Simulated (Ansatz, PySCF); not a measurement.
Complex: C6H6 (SMILES c1ccccc1) (first 12 atoms) with H2O (SMILES O); geometry from S66by8 set.
(charge 0, multiplicity 1):
```xyz
15

C      0.7805    -0.6099    -1.2076
H      0.8965    -1.1377    -2.1441
C      0.4783     0.7510    -1.2079
H      0.3573     1.2782    -2.1441
C      0.3276     1.4319     0.0000
H      0.0918     2.4871     0.0000
C      0.4783     0.7510     1.2079
H      0.3573     1.2782     2.1441
C      0.7805    -0.6099     1.2076
H      0.8965    -1.1377     2.1441
C      0.9320    -1.2900     0.0000
H      1.1688    -2.3452     0.0000
O     -2.7862    -0.2741     0.0000
H     -2.6214    -1.2188     0.0000
H     -1.8989     0.0975     0.0000
```

Interaction energies are E(AB) − E(A) − E(B) at the monomers' geometry in the complex; basis-set methods are counterpoise corrected.

Cores are frozen in the correlated methods.

Codes used: Ansatz (Gaussian basis) for Hartree–Fock, density functionals and correlated methods; PySCF for the dispersion terms. 

Question: Give the interaction energy at the level B2PLYP/def2-TZVPPD.

Answer: -2.0 kcal/mol

Question: What is the computed interaction energy (PBE0-D3(BJ)/def2-TZVPPD)?

Answer: -3.5 kcal/mol

Question: Predict the interaction energy from revPBE-D4/def2-TZVPPD.

Answer: -2.7 kcal/mol

Ansatz is a quantum-chemistry and plane-wave program.
